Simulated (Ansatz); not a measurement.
[OH···H···CH2], triplet along the distance O1-H3

Starting geometry:

```xyz
6

O    -1.1967   -0.0291    0.0000
H    -1.4460    0.8974    0.0000
H    -0.2371   -0.0291    0.0000
C     1.4263   -0.0291    0.0000
H     1.8408   -0.0291    0.9962
H     1.8408   -0.0291   -0.9962
```

From there H3 is moved from one fragment to the other while all else, the fragments' distance too, stays fixed, so the hump isn't the reaction's barrier; atoms are numbered as listed. Energies are in kJ/mol, counted from the starting geometry at the same level. Kohn–Sham curves are unrestricted where that lies lower.

Basis cc-pVDZ; Ansatz 0.2.0. Correlated methods freeze the noble-gas cores. Prefix R: restricted or restricted open-shell reference; prefix U: unrestricted.

In so small a basis the reference is far from its limit while semilocal and hybrid functionals are nearer theirs (RPA and double hybrids share much of the reference's basis error), so the functionals' errors here hold much of the reference's basis and frozen-core error, which can add to them or hide them.

Full CI isn't at hand for all of this; UCCSDT(Q) serves as the reference, and is uncertain by about the last step of the cluster series.

```json
{"distance O1-H3 (Å)": "0.892", "UCCSDT(Q)": "16.1", "SPW92": "27.0", "PBE": "24.6", "BLYP": "24.8", "r2SCAN": "20.5", "PBE0": "19.1", "B3LYP": "20.3", "wB97M-V": "18.0", "B2PLYP": "17.8", "RPA-PBE": "18.7"}
{"distance O1-H3 (Å)": "0.960", "UCCSDT(Q)": "0.0", "SPW92": "0.0", "PBE": "0.0", "BLYP": "0.0", "r2SCAN": "0.0", "PBE0": "0.0", "B3LYP": "0.0", "wB97M-V": "0.0", "B2PLYP": "0.0", "RPA-PBE": "0.0"}
{"distance O1-H3 (Å)": "1.041", "UCCSDT(Q)": "8.2", "SPW92": "-6.1", "PBE": "-4.0", "BLYP": "-4.6", "r2SCAN": "1.0", "PBE0": "3.0", "B3LYP": "1.1", "wB97M-V": "5.0", "B2PLYP": "5.0", "RPA-PBE": "3.5"}
{"distance O1-H3 (Å)": "1.123", "UCCSDT(Q)": "29.0", "SPW92": "0.9", "PBE": "3.9", "BLYP": "2.4", "r2SCAN": "13.2", "PBE0": "17.2", "B3LYP": "13.3", "wB97M-V": "22.0", "B2PLYP": "21.6", "RPA-PBE": "17.7"}
{"distance O1-H3 (Å)": "1.205", "UCCSDT(Q)": "48.0", "SPW92": "10.5", "PBE": "12.9", "BLYP": "10.2", "r2SCAN": "24.7", "PBE0": "30.2", "B3LYP": "24.4", "wB97M-V": "37.9", "B2PLYP": "37.0", "RPA-PBE": "29.6"}
{"distance O1-H3 (Å)": "1.287", "UCCSDT(Q)": "56.1", "SPW92": "17.8", "PBE": "17.7", "BLYP": "13.6", "r2SCAN": "29.4", "PBE0": "35.2", "B3LYP": "28.1", "wB97M-V": "44.8", "B2PLYP": "43.2", "RPA-PBE": "33.4"}
{"distance O1-H3 (Å)": "1.369", "UCCSDT(Q)": "51.9", "SPW92": "22.2", "PBE": "18.1", "BLYP": "12.5", "r2SCAN": "27.3", "PBE0": "32.2", "B3LYP": "24.6", "wB97M-V": "41.8", "B2PLYP": "39.5", "RPA-PBE": "29.2"}
{"distance O1-H3 (Å)": "1.451", "UCCSDT(Q)": "42.0", "SPW92": "27.5", "PBE": "18.4", "BLYP": "11.2", "r2SCAN": "23.6", "PBE0": "26.7", "B3LYP": "19.0", "wB97M-V": "34.6", "B2PLYP": "31.5", "RPA-PBE": "22.4"}
{"distance O1-H3 (Å)": "1.533", "UCCSDT(Q)": "38.1", "SPW92": "40.7", "PBE": "26.0", "BLYP": "17.2", "r2SCAN": "26.5", "PBE0": "27.7", "B3LYP": "20.3", "wB97M-V": "33.2", "B2PLYP": "29.4", "RPA-PBE": "22.2"}
```
